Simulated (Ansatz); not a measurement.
The same path of Al₂H₆O (9 atoms, charge 0, multiplicity 1) was run twice with different band settings. Lost on the way: Al1–H2, Al1–Al6, O5–H9. Made: H2–H9.

Method: RKS revPBE-D4/def2-SVP (Ansatz).

Relaxed end points:

```xyz
9
Properties=species:S:1:pos:R:3
Al 0.130 -0.251 0.206
H -0.903 0.744 0.911
H 1.551 0.167 -0.383
H -0.716 -1.207 -1.012
O 0.172 -1.923 1.087
Al -0.849 -2.792 -0.247
H 0.012 -3.830 -1.098
H -2.355 -3.020 0.235
H 0.187 -2.097 2.042
```

```xyz
9
Properties=species:S:1:pos:R:3
Al -0.078 -0.262 -0.305
H 0.394 0.044 2.123
H 1.430 0.150 -0.631
H -1.254 0.804 -0.129
O -0.480 -1.941 -0.285
Al -0.897 -3.607 -0.347
H -0.824 -4.447 1.011
H -1.337 -4.239 -1.747
H 0.274 -0.711 2.051
```

Common settings: movable images 9; climbing image yes; optimiser quadratic models (default); start path through a guess of the saddle point; force threshold 0.05 eV/Å; end points relaxed.

| run | spring | iteration limit |
| --- | --- | --- |
| 1 | 5.0 eV/Å² | 59 |
| 2 | 2.0 to 10.0 eV/Å², energy-weighted | 60 |

(1) What does each run give, and how far can it be trusted?

## Answers

(1) Run 1: converged after 24 iterations, highest image 1.459 eV above the first end. Beside the main top the profile has a ripple of under 15 meV (maxima at images 4, 7), which may be a very shallow well or noise. A vibrational analysis at the climbing image gives 2 clearly imaginary modes (1015i, 166i cm⁻¹): a point of higher order, so a lower path passes nearby.
Run 2: converged after 37 iterations, highest image 1.335 eV above the first end. The profile has 2 maxima (images 6, 9) with wells between them (image 8): this band takes more than one step, which may be the mechanism or a detour left from its start path. The order of the stationary point at the top wasn't checked.
The orbitals stay closed-shell, which can raise the energy where a bond breaks towards radicals; this wasn't checked here.
